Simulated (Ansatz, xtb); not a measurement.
**Two isomers of NOS−**

We compare a, `N#S[O-]`, a singlet, with b, `O=N[S-]`, a singlet. Both are isolated ions in the gas phase, relaxed with r2SCAN-D4/def2-TZVPD.

a (Å):

```xyz
3

N     1.8088    0.5248   -3.3581
O     0.2912   -1.5034   -2.6428
S     0.8165   -0.5263   -3.6641
```

b (Å):

```xyz
3

N     1.3235   -0.1166   -3.2733
O     1.8423   -0.9372   -2.5162
S    -0.2834   -0.4220   -3.8325
```

Estimate which is lower in electronic energy at CCSD(T)/def2-TZVPPD, and by roughly how much.

The CCSD(T)/def2-TZVPPD calculation puts structure a lower, by 93.4 kJ/mol.

Level by level:

| level | geometry | E(b) − E(a) (kJ/mol) | departure from the last row (kJ/mol) | job, with rough time for the two |
| --- | --- | --- | --- | --- |
| GFN2-xTB | GFN2-xTB | −34.1 | −127.5 | optimisation, 0.054 s |
| HF/STO-3G | GFN2-xTB | −426.4 | −519.9 | single point, 0.12 s |
| r2SCAN-D4/def2-SVPD | GFN2-xTB | +16.9 | −76.6 | single point, 1.3 s |
| r2SCAN-D4/def2-TZVPD | r2SCAN-D4/def2-TZVPD | +85.9 | −7.5 | optimisation, 13 s |
| HF/def2-TZVPPD | r2SCAN-D4/def2-TZVPD | +77.4 | −16.1 | part of the CCSD(T) run |
| MP2/def2-TZVPPD | r2SCAN-D4/def2-TZVPD | +126.4 | +33.0 | part of the CCSD(T) run |
| CCSD(T)/def2-TZVPPD | r2SCAN-D4/def2-TZVPD | +93.4 |  | single point, 8.4 s |

As drawn, b has 1 N=O, 1 N–S in place of 1 N≡S, 1 O–S.

GFN2-xTB, HF/STO-3G put the two in the other order. The largest departure from CCSD(T)/def2-TZVPPD is that of HF/STO-3G, 519.9 kJ/mol.

With harmonic frequencies from r2SCAN-D4/def2-TZVPD (ideal gas, rigid rotor, one conformer each, 298.15 K, 1 atm): the zero-point term adds −1.2 kJ/mol; ΔH is +92.4 and ΔG +91.7 kJ/mol.

The T1 diagnostic of structures a and b is large, so the coupled-cluster value is less sure. The correlated steps freeze 7 core orbitals. Codes used: Ansatz 0.2.0, xtb 6.7.1; the last row on 2 threads of Arm Neoverse V2 on a shared host.
